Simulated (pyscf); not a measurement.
PySCF, gas phase, ωB97X-D3(BJ)/def2-SVP geometries. Correlated levels are frozen-core, on RHF or UHF. ΔMP2 is the change of the MP2 total energy from the triple- to the quadruple-zeta basis.

**Question.** What is the homolytic dissociation enthalpy (298 K, CCSD(T)/def2-TZVPP + ΔMP2(QZVPP)) of the C–O bond of Li–O–CH₂–CH₃, to Li–O• + •H₂C–CH₃?

**Answer.** C–O to Li–O• + •H₂C–CH₃: 98.5 kcal/mol. Other isomers of •H₂C–CH₃ were not searched in full and may lie lower. The CCSD(T) − MP2 part came from Ansatz, without density fitting, on the same reference. The frozen core leaves the outer d or s,p core shells of the metals and heavy elements correlated in the MP2 and CC values, and def2-TZVPP describes them poorly, which can shift differences by a few kcal/mol. The term symbol of open-shell Li–O• was not checked; spin-orbit terms are left out.
